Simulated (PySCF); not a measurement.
A made-up structure of Si2H4S, closed shell:

```xyz
7
angstrom
Si -0.8406 0.5361 -0.2930
Si 1.0543 -0.6974 0.3217
S 1.8917 -0.6466 2.0794
H -1.8828 -0.4001 -0.7942
H 2.7854 -1.4608 2.7023
H -1.3392 1.2942 0.8785
H 1.5762 -1.5449 -0.7914
```

It is relaxed with PBE-D4/def2-SVP and then PBE0-D4/def2-TZVP (PySCF 2.14 with density fitting (its default auxiliary sets; JK sets also for MP2 and CCSD(T))). Atoms count as bonded within 1.22 times the sum of their covalent radii (H–H: 0.88 Å). The end point is not checked to be a true minimum.

Task: Does its bonding change? (Judge from chemistry; the calculation decides.)

Result: The calculation gives: No: no bond forms or breaks.

Where it ends: The first stage lowers the energy by 1.44 eV in 16 steps. It ends as Si₂H₄S ([SiH2][SiH][SH]):
```
7
angstrom
Si -0.5511 0.4989 -0.3778
Si 0.6600 -0.9664 0.6988
S 1.6852 -0.5136 2.4983
H -1.4609 -0.1883 -1.3370
H 2.8108 -1.1678 2.1651
H -1.3140 1.4049 0.5241
H 1.4062 -2.0148 -0.0426
```

Labels in which every atom is bracketed show which atoms are joined, not bond orders.

For scale, one of the runs: PBE0-D4/def2-TZVP relaxation, 135 basis functions, launched by `OMP_NUM_THREADS=2 python run.py`. The run took 75 s on 2 CPU threads of a Oxide Virtual Turin-like (shared host), with 1.3 GiB of host memory at its peak.
